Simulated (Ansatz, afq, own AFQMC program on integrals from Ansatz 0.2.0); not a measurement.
## Where AFQMC and coupled cluster stand for SiGeH₂, singlet

| atom | x (Å) | y (Å) | z (Å) |
| --- | --- | --- | --- |
| Si | 0.0000 | -0.0039 | 1.5661 |
| Ge | 0.0000 | -0.0238 | -0.5845 |
| H | 0.0000 | 1.3266 | 0.5226 |
| H | 0.0000 | 0.5003 | -2.0341 |

Connectivity, by distances: Si–GeH, 1 bridging H.

Basis cc-pVDZ. Noble-gas cores (and the filled d shells of Ga–Kr and In–Xe) are frozen. AFQMC by an in-house program on the Cholesky factors that Ansatz 0.2.0 writes for its CCSD(T) run. The CISD trial takes its coefficients from CCSD amplitudes. Released means that phaseless walkers are propagated on without the constraint, phases kept. Error bars are statistical, one sigma. No spin–orbit coupling.

Determinant: RHF, the one that the program's search chose, which needn't be the lowest solution. The geometry is a point of a scan.

No full CI on the walks' own integrals is used here; CCSDT(Q) serves as the reference and is uncertain by about the last step of the cluster series.

Cautions: no relativity below Rb; no spin-orbit coupling; inner d shell frozen; higher spins were not checked; restricted determinant unstable towards unrestricted (UHF 64 meV lower, ⟨S²⟩ 0.35).

- T1 diagnostic: 0.0192
- weight of the determinant in the CISD state: 0.840
- size of the correlated space: 10 electrons in 36 orbitals

Reference: CCSDT(Q), correlation energy -6.251 eV. The released energy is read at 2.40 1/Eh (meV from the phaseless value at times in 1/Eh: -16 ± 26 at 0.24, 1 ± 21 at 0.51, -16 ± 32 at 0.99, -5 ± 16 at 1.62, 22 ± 15 at 2.40).

```csv
level,E − E(reference) (meV),share of correlation (%)
HF,6250.7,0.00
MP2,1205.3,80.72
CCSD,359.5,94.25
CCSD(T),58.3,99.07
CCSDT,26.2,99.58
ph-AFQMC/HF,-36.4 ± 63.3,100.58
ph-AFQMC/CISD,-8.4 ± 19.3,100.14
released AFQMC,13.1 ± 14.7,99.79
```

A walk keeps the symmetry of its determinant, which the program's search chose and which needn't be the lowest solution, so a lower state of the same spin and another symmetry isn't excluded. Released energies are given only where the last usable release times agree within the noise; a slower fall can still hide under it.
